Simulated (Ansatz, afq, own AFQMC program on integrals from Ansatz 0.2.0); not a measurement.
Where AFQMC and coupled cluster stand for CN, quartet

```yaml
atoms:
  - { symbol: N, position_ang: [0.0000, 0.0000, 0.0000] }
  - { symbol: C, position_ang: [0.0000, 0.0000, 1.8670] }
```

Basis 6-31G. Noble-gas cores (and the filled d shells of Ga–Kr and In–Xe) are frozen. AFQMC by an in-house program on the Cholesky factors that Ansatz 0.2.0 writes for its CCSD(T) run. The CISD trial takes its coefficients from CCSD amplitudes. Released means that phaseless walkers are propagated on without the constraint, phases kept. Error bars are statistical, one sigma.

Determinant: ROHF, the one that the program's search chose, which needn't be the lowest solution. The geometry is a point of a scan.

Full CI is exact in this basis; its frozen core comes from its own orbitals, which moves totals by up to a few meV.

Cautions: lower spins were not checked; a spin-contaminated unrestricted determinant lies lower (UHF 414 meV lower, ⟨S²⟩ 4.10); the released energies are still falling, so no released level is given (meV from the phaseless value at times in 1/Eh: -8 ± 3 at 0.24, -12 ± 7 at 0.51, -18.5 ± 2.5 at 0.99, -25 ± 3 at 1.62, -42 ± 9 at 2.40); the ph-AFQMC/CISD walk drifts between its halves (2.1 errors); a state of other symmetry lies lower (by 201 meV); full CI with its own frozen core.

```
T1 diagnostic                               : 0.0338
weight of the determinant in the CISD state : 0.870
size of the correlated space                : 9 electrons in 16 orbitals
```

Reference: full CI, correlation energy -4.079 eV. CCSDTQ lies 0.5 meV above full CI, in part by the other frozen core, which shifts every row alike, so rows that close can't be ranked against it.

```json
{"level": "HF", "E − E(reference) (meV)": "4078.5", "share of correlation (%)": "0.00"}
{"level": "MP2", "E − E(reference) (meV)": "1134.6", "share of correlation (%)": "72.18"}
{"level": "CCSD", "E − E(reference) (meV)": "169.4", "share of correlation (%)": "95.85"}
{"level": "CCSD(T)", "E − E(reference) (meV)": "56.8", "share of correlation (%)": "98.61"}
{"level": "CCSDT", "E − E(reference) (meV)": "13.7", "share of correlation (%)": "99.66"}
{"level": "CCSDT(Q)", "E − E(reference) (meV)": "1.6", "share of correlation (%)": "99.96"}
{"level": "CCSDTQ", "E − E(reference) (meV)": "0.5", "share of correlation (%)": "99.99"}
{"level": "ph-AFQMC/CISD", "E − E(reference) (meV)": "42.4 ± 3.3", "share of correlation (%)": "98.96"}
```

CCSDT and higher add their correlation energy to the determinant of the CCSD(T) run, since their own runs factorise the integrals more tightly (a shift of under 2 meV). A walk keeps the symmetry of its determinant, which the program's search chose and which needn't be the lowest solution, so a lower state of the same spin and another symmetry isn't excluded.
